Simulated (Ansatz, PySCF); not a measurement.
BCl3, SMILES ClB(Cl)Cl. Atoms are numbered in the order given.

```xyz
4

B      0.0000     0.0000    -0.0047
Cl     1.5147    -0.8745    -0.0047
Cl    -1.5147    -0.8745    -0.0047
Cl     0.0000     1.7490    -0.0046
```

Geometry: TPSSh-D3(BJ)/def2-SVP. The isomer is the one that the SMILES or the coordinates give; other isomers of the formula were not compared.

Two levels are set side by side: PBE-D3(BJ)/def2-SVP (Ansatz, a quantum-chemistry and plane-wave program) and TPSSh-D3(BJ)/def2-SVP (PySCF). Each level has its own optimised geometry; the coordinates shown are those of the second. Frequencies come from the Hessian of PySCF at each geometry. Differences are taken from unrounded values.

| quantity | TPSSh-D3(BJ) |
|---|---|
| mean bond length (Å) | 1.749 |
| bond B1–Cl2 (Å) | 1.749 |
| bond B1–Cl3 (Å) | 1.749 |
| bond B1–Cl4 (Å) | 1.749 |
| highest harmonic wavenumber (cm⁻¹) | 976 |
| mean harmonic wavenumber (cm⁻¹) | 562 |
| zero-point energy (kcal/mol) | 4.82 |

What does PBE-D3(BJ) give, and how far is it from TPSSh-D3(BJ)? (Estimate from the structure and the level; the computed values follow.)


| quantity | PBE-D3(BJ) | PBE-D3(BJ) minus TPSSh-D3(BJ) |
|---|---|---|
| mean bond length (Å) | 1.753 | 0.004 |
| bond B1–Cl2 (Å) | 1.753 | 0.004 |
| bond B1–Cl3 (Å) | 1.753 | 0.004 |
| bond B1–Cl4 (Å) | 1.753 | 0.004 |
| highest harmonic wavenumber (cm⁻¹) | 964 | -12 |
| mean harmonic wavenumber (cm⁻¹) | 554 | -7 |
| zero-point energy (kcal/mol) | 4.76 | -0.06 |

On these quantities the two levels nearly agree.
